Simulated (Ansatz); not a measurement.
hcp Zn, treated with B3LYP (VWN-RPA form) (Ansatz, a quantum-chemistry and plane-wave program, plane waves, PAW).

The input as run:

Ansatz 0.2 input:
```yaml
crystal:
  lattice:
    - [1.3350654268, -2.3124011506, 0.0]
    - [1.3350654268, 2.3124011506, 0.0]
    - [0.0, 0.0, 5.5648464714]
  atoms:
    - { symbol: Zn, position: [0.3333333333, 0.6666666667, 0.25] }
    - { symbol: Zn, position: [0.6666666667, 0.3333333333, 0.75] }
basis:
  ecutwfc: 460
  ecutrho_ratio: 4
  xc_grid: 2
kpoints:
  mp_grid: { grid: [12, 12, 6] }
hamiltonian:
  xc: b3lyp
  dispersion: none
  pseudopotentials: { kind: paw }
scf:
  occupations: { method: fermi_dirac, width: 0.05 }
output:
  forces: true
  stress: true
  eigenvalues: true
relax:
  f_tol: 0.01
  escape_saddle: false
  max_steps: 80
  cell: { stress_tol: 0.05, fix: [volume] }
```

From the output:

```
Relaxation: its limit of steps is 80 (relax.max_steps)
Crystal: 2 atoms, lattice volume = 34.360 Å³
Basis set: ecut = 460 eV, 787 PW (Γ), exchange–correlation on 40×40×80 points (8 copies of the dense FFT grid, shifted against one another)
Bands: 16, of which v1, the nominal top of the filled ones, is band 12 counted from 1 (11 counted from 0)
Symmetry: 24 space group operations
Space group: P63/mmc (ITA 194), of the structure as read, at distance tolerance 3.3e-5 Å
k-points: 76 of 864
Functional: x = 0.1 slater + 0.9 b88, c = 0.19 vwn_rpa + 0.81 lyp, warm-up for x = 0.08 slater + 0.72 b88 + 0.2 exact, c = 0.19 vwn_rpa + 0.81 lyp
SCF iter   1: F=—  HF=-6653.020770 eV  |F-HF|=—  |Δ(HF+E_count)|=         —  Δρ=5.66e-3  dr2=1.24e-2
SCF iter   2: F=—  HF=-6653.019766 eV  |F-HF|=—  |Δ(HF+E_count)|=   1.00e-3  Δρ=4.16e-3  dr2=2.21e-3
  ...
SCF 1 converged in 11 iterations: F = -6653.019311 eV  dr2 = 7.23e-12
Crystal: 2 atoms, lattice volume = 34.360 Å³
Initial density: handed on by an earlier stage of this run
Functional: x = 0.08 slater + 0.72 b88 + 0.2 exact, c = 0.19 vwn_rpa + 0.81 lyp
Crystal: 2 atoms, lattice volume = 34.360 Å³
Crystal: 2 atoms, lattice volume = 34.360 Å³
SCF 4 converged in 6 iterations: F = -6653.849114 eV  dr2 = 1.92e-12
Crystal: 2 atoms, lattice volume = 34.360 Å³
Crystal: 2 atoms, lattice volume = 34.360 Å³
Crystal: 2 atoms, lattice volume = 34.360 Å³
SCF 7 converged in 3 iterations: F = -6653.849879 eV  dr2 = 1.88e-12
Crystal: 2 atoms, lattice volume = 34.360 Å³
Crystal: 2 atoms, lattice volume = 34.360 Å³
Crystal: 2 atoms, lattice volume = 34.360 Å³
SCF 10 converged in 2 iterations: F = -6653.849970 eV  dr2 = 8.67e-12
Crystal: 2 atoms, lattice volume = 34.360 Å³
Crystal: 2 atoms, lattice volume = 34.360 Å³
SCF iter   2: F=—  HF=-6653.849976 eV  |F-HF|=—  |Δ(HF+E_count)|=  4.73e-10  Δρ=3.17e-7  dr2=1.52e-11
SCF iter   3: F=-6653.849976 eV  HF=-6653.849976 eV  |F-HF|=8.37e-11  |Δ(HF+E_count)|=  6.37e-11  Δρ=1.75e-7  dr2=3.32e-12
SCF 12 converged in 3 iterations: F = -6653.849976 eV  dr2 = 3.32e-12
Free energy (F): -6653.849976 eV
Internal energy: -6653.848753 eV  (E = F + TS)
E sigma→0 (E₀):  -6653.849365 eV
Fermi energy:    9.174889 eV
--- Forces (eV/Å), atoms counted from 1 ---
  atom   1  Zn     0.00000000     0.00000000     0.00000000
  atom   2  Zn    -0.00000000    -0.00000000     0.00000000
--- Stress (GPa, compression-positive) ---
       -1.029348       0.000000       0.000000
        0.000000      -1.029348       0.000000
        0.000000       0.000000      -1.027878
  P = ⅓ Tr σ = -1.0289 GPa (-10.289 kbar)
```

The cell is one volume of an energy–volume scan, off the minimum.

The PAW data were made under PBE.

Note: the cell is over a tenth larger than the published one (another phase or state, or a fault of the published cell, is possible).
